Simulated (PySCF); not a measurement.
Molecule: `[pH]1[pH][pH][pH][pH]1`, H$_{5}$P$_{5}$.

Cartesian coordinates in Å; atom numbers follow the order of the lines, from 1:
```xyz
10

P    -0.518   -1.751   -0.332
P     1.475   -0.828   -0.289
P     1.090    0.787    1.138
P    -0.548    1.631   -0.040
P    -1.901   -0.110    0.078
H    -0.637   -1.623   -1.717
H     1.954   -1.696    0.692
H     2.048    1.628    0.572
H    -1.145    2.277    1.043
H    -1.808   -0.311    1.462
```

Frames of a GFN2-xTB Langevin trajectory at 300 K; GIAO PBE0/pcSseg-1 shieldings in PySCF, gas phase, non-relativistic; equivalent atoms averaged within each frame.

References, each an isolated molecule treated in the same way: ³¹P (σ = 318.38 ppm) against H3PO4; TMS for ¹H (σ = 31.72 ppm). The references are static minima.

Question: How do the shifts (ppm) fluctuate along the trajectory?

Answer: 
```csv
time (fs),P1/P2/P3/P4/P5,H6/H7/H8/H9/H10
optimised geometry,-126.9,3.55
250,-145.9,3.85
425,-88.6,4.01
625,-122.3,3.57
800,-126.1,3.63
1000,-99.3,3.83
mean of frames,-116.4,3.78
standard deviation,22.7,0.18
```

5 frames give an uncertainty of the mean of about the standard deviation over 2.2 at best, since frames this close in time may not be independent; classical motion lacks zero-point vibration, and the reference would need the same averaging.
